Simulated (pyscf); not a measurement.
Structures and frequencies: ωB97X-D3(BJ)/def2-SVP in PySCF. MP2 and CC: frozen core, UHF for open shells. ΔMP2 is the change of the MP2 total energy from the triple- to the quadruple-zeta basis.

Q: How much does it cost (ΔH, 298 K, CCSD(T)/def2-TZVPP + ΔMP2(QZVPP)) to split H₂N–Ga(OH)–F (SMILES [NH2][Ga]([OH])[F]) at its Ga–N bond into NH₂• + [HO–Ga–F]•?

A: Ga–N to NH₂• + [HO–Ga–F]•: 91.9 kcal/mol. The radicals are drawn with the spin at the cut bond; how far it spreads was not checked. Other isomers of [HO–Ga–F]• were not searched in full and may lie lower. The CCSD(T) − MP2 part came from Ansatz, without density fitting, on the same reference. The frozen core leaves the outer d or s,p core shells of the metals and heavy elements correlated in the MP2 and CC values, and def2-TZVPP describes them poorly, which can shift differences by a few kcal/mol. Elements up to Kr have no core potential and no relativistic terms here.
